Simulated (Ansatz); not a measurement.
A made-up structure of CH4Si2, singlet:

C1  (0.329, 0.552, -1.159)
Si2  (-0.834, -0.428, -0.378)
Si3  (0.384, -0.034, 0.963)
H4  (-2.038, -1.173, -0.494)
H5  (0.470, 0.931, -2.139)
H6  (0.037, 0.893, 2.076)
H7  (1.307, -1.071, 1.500)
(Å)

It is relaxed with PBE-D4/def2-SVP and then PBE0-D4/def2-TZVP (Ansatz 0.2.0). Atoms count as bonded within 1.22 times the sum of their covalent radii (H–H: 0.88 Å). The end point is not checked to be a true minimum.

Task: Does its bonding change? (A judgement: the text doesn't fix the answer.)

Result: The calculation gives: No: no bond forms or breaks.

Where it ends: The first stage lowers the energy by 2.90 eV in 8 steps. It ends as CH₄Si₂ ([CH]1[SiH][SiH2]1):
```tsv
atom	x (Å)	y (Å)	z (Å)
C1	0.1477	0.3467	-0.8573
Si2	-1.1581	-0.6418	-0.3638
Si3	0.4818	0.0361	0.9394
H4	-2.3606	-1.2274	-1.0180
H5	0.6228	0.8897	-1.6631
H6	0.3265	1.1152	1.9538
H7	1.5961	-0.8489	1.3781
```

Labels in which every atom is bracketed show which atoms are joined, not bond orders.

For scale, one of the runs: PBE0-D4/def2-TZVP relaxation, 129 basis functions, launched by `ansatz run in.yaml --threads 2 --pin off --events-out ev --progress --plain --max-ram 4352MiB`. The run took about 8 s on 2 CPU threads of an Intel Xeon 6975P-C (shared host).
